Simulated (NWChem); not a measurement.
# C4H10O (SMILES CC(C)CO): CCSD/STO-3G

Aim: the vertical ionisation energy of C4H10O at CCSD/STO-3G, from 2 runs. 

The calculation is run with NWChem 7.3.0.

4 further runs of the same task are left out: 2 that didn't finish, 2 set aside as unsound or not needed.

## Step 1: The structure to begin with

C4H10O has 15 atoms, charge 0, and is taken as a singlet. SMILES: `CC(C)CO`. Geometry: relaxed at PBE0-D4/def2-TZVP. This is one conformer, not always the lowest.

Bond lengths: C1–C2 1.521 Å, C2–C3 1.521 Å, C2–C4 1.522 Å, C4–O5 1.411 Å, C1–H6 1.093 Å, C1–H7 1.093 Å, C1–H8 1.096 Å, C2–H9 1.097 Å, C3–H10 1.093 Å, C3–H11 1.095 Å, C3–H12 1.092 Å, C4–H13 1.093 Å, C4–H14 1.102 Å, O5–H15 0.960 Å. Some angles: C1–C2–C3 111.1°, C1–C2–C4 111.5°, C3–C2–C4 109.7°, C2–C4–O5 114.1°, C1–C2–H9 108.4°, C3–C2–H9 108.8°, C4–C2–H9 107.1°, C2–C1–H6 112.0°, C2–C1–H7 111.1°, C2–C1–H8 110.8°.

## Step 2: A single-point energy at CCSD/STO-3G

test.nw

```
START test
memory stack 880 mb heap 220 mb global 1100 mb

GEOMETRY units atomic noautosym nocenter noautoz
 C   -1.69017105  -0.17593350   2.08096641
 C    0.65138860   0.23319220   0.46468365
 C    2.13312285  -2.20908984   0.14891042
 C   -0.02324363   1.29880877  -2.12102860
 O   -1.22378664   3.67797396  -2.03769168
 H   -2.70627678   1.58907070   2.42999882
 H   -1.19279513  -0.95809115   3.92590602
 H   -2.99030262  -1.50497789   1.17011842
 H    1.85930153   1.63196748   1.40331062
 H    3.83897862  -1.91901688  -0.97944505
 H    0.98908265  -3.65019498  -0.79689751
 H    2.70797754  -2.97367303   1.97816531
 H    1.70037557   1.58056693  -3.22443969
 H   -1.18901568  -0.08673843  -3.14847270
 H   -2.86463583   3.46594669  -1.29408445
END

BASIS spherical bse
 * library STO-3G
END

SCF
 singlet
 rhf
 thresh 1e-08
 maxiter 80
 noprint "final vectors analysis"
END

CCSD
 freeze core 5
 maxiter 60
END

TASK ccsd energy
```

The run is started by

```sh
$ nwchem test.nw > test.out
```

The log of the run, shortened:

```text
[...]
  functions       =    35
[...]
  wavefunction    = RHF
[...]
         Total SCF energy =   -229.288296691406
      One-electron energy =   -696.725372860992
      Two-electron energy =    273.601207568934
 Nuclear repulsion energy =    193.835868600652
        Time for solution =      8.7s
[...]
 Total MP2 energy:           -229.528485714196307
[...]
             energy      energy      error      ampl     ampl      Block
                                                time     time      time
[...]
 Total CCSD energy:           -229.607023279255145
[...]
```

It took 34 s on 1 thread of AMD EPYC 7R43 (Zen 3), shared host; peak memory 0.11 GiB.

## Step 3: The doublet cation at the same level

run.nw

```
start run
title "C4H10O"
memory total 2200 mb
charge 1

geometry units angstroms noautosym nocenter noautoz
  C       -0.894400      -0.093100       1.101200
  C        0.344700       0.123400       0.245900
  C        1.128800      -1.169000       0.078800
  C       -0.012300       0.687300      -1.122400
  O       -0.647600       1.946300      -1.078300
  H       -1.432100       0.840900       1.285900
  H       -0.631200      -0.507000       2.077500
  H       -1.582400      -0.796400       0.619200
  H        0.983900       0.863600       0.742600
  H        2.031500      -1.015500      -0.518300
  H        0.523400      -1.931600      -0.421700
  H        1.433000      -1.573600       1.046800
  H        0.899800       0.836400      -1.706300
  H       -0.629200      -0.045900      -1.666100
  H       -1.515900       1.834100      -0.684800
end

basis spherical bse
  * library STO-3G
end

scf
  doublet
  uhf
  thresh 1e-08
  maxiter 80
  noprint "final vectors analysis"
end

tce
  scf
  ccsd
  freeze core 5
  maxiter 60
end

task tce
```

The run is started by

```sh
$ nwchem run.nw > run.out
```

The log of the run, shortened:

```text
[...]
  functions       =    35
[...]
  wavefunction    = UHF
[...]
         Total SCF energy =   -229.036375930907
      One electron energy =   -685.007705823445
      Two electron energy =    262.135447271468
 Nuclear repulsion energy =    193.835882621070
                       Sz =      0.5000
                 Sz(Sz+1) =      0.7500
                      S^2 =      0.7573
[...]
         Wavefunction type : Unrestricted Hartree-Fock
          No. of electrons :    41
[...]
         Spin multiplicity : doublet
[...]
 CCSD total energy / hartree       =      -229.350365749352562
[...]
```

It took 26 s on 1 thread of AMD EPYC 7R43 (Zen 3), shared host; peak memory 0.14 GiB.

## Step 4: Summary of results

Level: CCSD/STO-3G, 5 core orbitals frozen.

| quantity | value |
| --- | --- |
| singlet C4H10O: total energy | -229.60702 Eh |
| singlet C4H10O: correlation energy (5 core orbitals frozen) | -318.7 mEh |
| doublet cation: total energy | -229.35037 Eh |
| doublet cation: correlation energy (5 core orbitals frozen) | -314.0 mEh |
| doublet cation: ⟨S²⟩ of the reference determinant | 0.757 |
| vertical ionisation energy (to the doublet cation) | 6.984 eV |

What this shows: The vertical ionisation energy comes to 6.98 eV (161 kcal/mol). In a minimal basis such a difference can be off by several eV, whatever the method. Mulliken charges (singlet C4H10O) run from -0.31 on O5 to +0.19 on H15; they depend strongly on the basis.
